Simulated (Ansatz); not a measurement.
# CCl₃F: taking an electron away

Aim: the vertical ionisation energy of CCl₃F, as cation minus neutral at the neutral's geometry, on several levels, and how well −ε(HOMO) stands in for it.

The runs use Ansatz 0.2.0, Gaussian basis; unrestricted cation, the program's frozen cores in correlated methods.

Plan: UKS PBE-D4/def2-TZVPP; UKS r2SCAN-D4/def2-TZVPP; UKS PBE0-D4/def2-TZVPP; UKS B3LYP-D4/def2-TZVPP; UKS wB97X-V/def2-TZVPP; UKS wB97M-V/def2-TZVPP; UKS B2PLYP/def2-TZVPP; UHF-CCSD(T)/def2-TZVPP; UHF-MP2/def2-QZVPP; extrapolation to the limit; then −ε(HOMO) from the neutral's earlier runs with LDA (SPW92), PBE-D4, revPBE-D4, BLYP-D4, r2SCAN-D4, B97M-V, PBE0-D4, B3LYP-D4, r2SCANh-D4, r2SCAN0-D4, HSE06-D4, BHLYP-D4, CAM-B3LYP-D4, LC-ωPBE, ωB97X-V, ωB97M-V.

## 1. The relaxed structure

The geometry comes from an earlier relaxation with PBE0-D4 in a triple-zeta def2 set; it is a stationary point.

SMILES `FC(Cl)(Cl)Cl`, 5 atoms, charge 0, spin multiplicity 1.

Atoms are counted from 1 here; the program's logs count them from 0.

Bond lengths: F1–C2 1.333 Å, C2–Cl3 1.760 Å, C2–Cl4 1.760 Å, C2–Cl5 1.760 Å. Angles: F1–C2–Cl3 108.5°, F1–C2–Cl4 108.5°, F1–C2–Cl5 108.5°, Cl3–C2–Cl4 110.4°, Cl3–C2–Cl5 110.4°, Cl4–C2–Cl5 110.4°.

## 2. Cation, UKS PBE-D4/def2-TZVPP

Contents of in.yaml:

```yaml
crystal:
  periodic: [false, false, false]
  atoms:
    - {symbol: F, position_ang: [0.922124, -0.835462, 0.668904]}
    - {symbol: C, position_ang: [0.054791, -0.055064, 0.024994]}
    - {symbol: Cl, position_ang: [-1.374377, 0.142685, 1.032835]}
    - {symbol: Cl, position_ang: [-0.370196, -0.829034, -1.497413]}
    - {symbol: Cl, position_ang: [0.817557, 1.503175, -0.270721]}
basis:
  gaussian: {orbitals: def2-TZVPP}
total_charge: 1
magnetization: {spin_polarized: true, initial_magnetization: 1}
hamiltonian: {xc: pbe, dispersion: d4}
```

Started as:

```
> ansatz run in.yaml --threads 4 --pin off --events-out ev --progress --plain --max-ram 10444MiB
```

After this run come: Cation, UKS r2SCAN-D4/def2-TZVPP; Cation, UKS PBE0-D4/def2-TZVPP; Cation, UKS B3LYP-D4/def2-TZVPP; Cation, UKS wB97X-V/def2-TZVPP; Cation, UKS wB97M-V/def2-TZVPP; Cation, UKS B2PLYP (frozen core)/def2-TZVPP; Cation, UHF-CCSD(T)/def2-TZVPP; Cation, UHF-MP2/def2-QZVPP.

Q: Predict the results of all the runs planned. Wanted: ionisation energy, CCSD(T)/def2-TZVPP; nearest functional by difference; nearest −ε(HOMO); −ε(HOMO) of PBE; T1 of the cation.

**Answer**, as computed:

| quantity | value |
| --- | --- |
| ionisation energy, CCSD(T)/def2-TZVPP | 11.73 eV |
| nearest functional by difference | ωB97X-V (+0.05 eV) |
| nearest −ε(HOMO) | ωB97X-V (-0.16 eV) |
| −ε(HOMO) of PBE | 7.64 eV |
| T1 of the cation | 0.061 |

What this shows: Energy differences with functionals land within 0.93 eV of the reference. The PBE orbital energy is 4.1 eV too small: a semilocal HOMO is no ionisation energy. Among orbital estimates ωB97X-V comes nearest. Hartree-Fock falls 0.44 eV short, as the neutral has more correlation energy than the cation. The cation's T1 (from the report) is 0.061, above the customary mark of 0.045 for open shells, so the coupled-cluster value is less safe.
